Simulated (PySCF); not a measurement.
Molecule: SMILES FC[C@@H]1O[C@@H]1F, C₃H₄F₂O.

Geometry:
```tsv
atom	x (Å)	y (Å)	z (Å)
F1	-0.360	-1.438	1.632
C2	0.096	-0.212	1.226
C3	0.425	-0.277	-0.239
O4	0.780	0.968	-0.847
C5	-0.408	0.394	-1.229
F6	-1.519	1.036	-0.826
H7	1.004	0.043	1.800
H8	-0.672	0.553	1.415
H9	1.040	-1.138	-0.536
H10	-0.500	0.065	-2.272
```

Spin–spin couplings on one PBE0-D3(BJ)/def2-SVP geometry, PySCF 2.14, gas phase, non-relativistic, equivalent pairs averaged (spin–dipole term only in couplings to heteroatoms); isotopes ¹³C, ¹⁹F, ¹H, ¹⁷O; functional B3LYP.

Question: How do the couplings (Hz) change with the basis set? Times are CPU seconds on shared hosts with different chips, so compare them loosely. Far from the basis limit: pcJ-0, 6-31G*, def2-TZVP, cc-pVTZ.

Answer: 
| basis set | functions | ¹J(C5,F6) | ¹J(F1,C2) | ¹J(C5,H10) | ¹J(C3,H9) | ¹J(C2,H8) | ¹J(C2,H7) | ¹J(O4,C5) | core-s |
| --- | --- | --- | --- | --- | --- | --- | --- | --- | --- |
| pcJ-0 | 90 | -427.8 | -338.8 | 200.6 | 159.6 | 136.4 | 133.3 | 42.1 | 5.2 |
| 6-31G* | 92 | -255.8 | -191.4 | 218.4 | 177.2 | 167.2 | 162.7 | 21.2 | 7 |
| pcJ-1 | 202 | -336.5 | -234.2 | 232.2 | 183.4 | 160.4 | 156.5 | 32.3 | 29 |
| def2-TZVP | 210 | -369.8 | -267.3 | 224.0 | 176.4 | 152.9 | 148.9 | 35.2 | 18 |
| cc-pVTZ | 236 | -322.1 | -233.3 | 209.3 | 165.9 | 142.9 | 137.8 | 31.1 | 21 |

The Fermi-contact term samples the wavefunction at the nucleus, which is why sets with added tight s functions (names with J) are made for couplings.
